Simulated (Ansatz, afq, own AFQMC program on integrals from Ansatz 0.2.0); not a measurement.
AFQMC on a folder of integrals that Ansatz 0.2.0 wrote.

```yaml
crystal:
  periodic: [false, false, false]
  atoms:
    - {symbol: B, position_ang: [0.000000, 0.000000, 0.000000]}
    - {symbol: H, position_ang: [0.000000, 0.000000, 1.262771]}
basis:
  gaussian: {orbitals: aug-cc-pVDZ}
total_charge: -1
magnetization: {spin_polarized: true, initial_magnetization: 3}
correlation: {method: ccsd_t, electrons: outside_noble_gas, hamiltonian_folder: ham}
```

```sh
$ ansatz run in.yaml --threads 1 --pin off --events-out ev --progress --plain --max-ram 15360MiB --backend cuda --devices 0, --max-vram 18GiB
```

Options of the walk:

```
--method free --trial cisd --walkers 4000 --time-step 0.03 --max-blocks 4000 --target-error 0.00028 --factor-cut 1e-05 --seed 9964 --times 0,0.3,0.6,1.2,1.8,2.4,3.6,4.8,6 --taylor-order 8
```

Times are imaginary, in 1/Eh. The walk had a cap of 61 s.

```
orbitals 31  electrons 4 1  factors 219 of 315
reference energy -25.10982941 Eh
CCSD correlation -0.07629987 Eh in 11 cycles, weight of the determinant in the CISD state 0.9347
repeat  energy at the last time / Eh  error
    10  -25.189140  0.000046
    20  -25.189083  0.000030
    30  -25.189115  0.000031
time / (1/Eh)  energy / Eh  error  mean overlap
  0.00  -25.186127  0.000003  1.0698
  0.30  -25.187410  0.000009  1.0689
  0.60  -25.188051  0.000011  1.0692
  1.20  -25.188649  0.000013  1.0685
  1.80  -25.188883  0.000014  1.0687
  2.40  -25.189024  0.000012  1.0674
  3.60  -25.189084  0.000017  1.0702
  4.80  -25.189088  0.000023  1.0734
  6.00  -25.189113  0.000030  1.0783
energy -25.189113 +/- 0.000030 Eh
```

Question: Estimate how long the walk took on 1 × NVIDIA H100 80GB HBM3 with 2 threads of AMD EPYC 7R13 Processor (Zen 3), on a shared host (the card was shared).

Answer: 23 s of wall time.

The run passed its tests (error under three times the target), which doesn't prove that it has relaxed.

Against this walk (error 0.8 meV) on the same determinant: CCSD(T) 20.8 meV higher, CCSDT(Q) 1.4 meV lower (within the noise), CCSDTQ 1.8 meV lower, full CI 1.9 meV lower. The error is statistical, and a free projection of finite length keeps a remainder of its start.

Cautions: remainder of the start not in the error; another spin lies lower (by 796 meV); at this level and basis the anion state lies above a neutral one.

CCSDT and higher add their correlation energy to the determinant of the CCSD(T) run, since their own runs factorise the integrals more tightly (a shift of under 2 meV). A walk keeps the symmetry of its determinant, which the program's search chose and which needn't be the lowest solution, so a lower state of the same spin and another symmetry isn't excluded.
